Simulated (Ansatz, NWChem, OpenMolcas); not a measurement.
# Predicting a hybrid from its neighbours: MgF2

MgF2: 3 atoms, total charge 0, spin state singlet. SMILES: `[F][Mg][F]`. The coordinates come from a PBE0-D4/def2-TZVP relaxation.

The vertical ionisation energy (to the doublet cation) y, in eV, basis cc-pVTZ; a is the functional's share of exact exchange. Programs: Ansatz 0.2.0, NWChem 7.3.0, OpenMolcas 26.06.

| functional | program | a | y (eV) |
| --- | --- | --- | --- |
| TPSS | OpenMolcas | 0 | 12.16 |
| BLYP | NWChem | 0 | 12.16 |
| B3LYP | Ansatz | 0.2 | ? |
| PBE0 | Ansatz | 0.25 | 12.79 |
| r2SCAN0 | Ansatz | 0.25 | 12.93 |
| BHLYP | Ansatz | 0.5 | 13.33 |

Question: Fit y = c + s·a to the known rows and predict B3LYP.

Answer: 
1. Means of the 5 rows: a = 0.2000, y = 12.674.
2. Σ(Δa)² = 0.175, Σ(Δa·Δy) = 0.421, so the slope is 0.421/0.175 = 2.4057.
3. Intercept: 12.674 − (2.4057) × 0.2000 = 12.193. The largest residual of the fit is 0.14.
4. B3LYP: 12.193 + (2.4057) × 0.2 = 12.67 eV.

The run gave 12.81 eV, so the prediction is off by -0.14 eV, about the scatter of the fit. The rows mix families of semi-local functionals, which the line can't see.
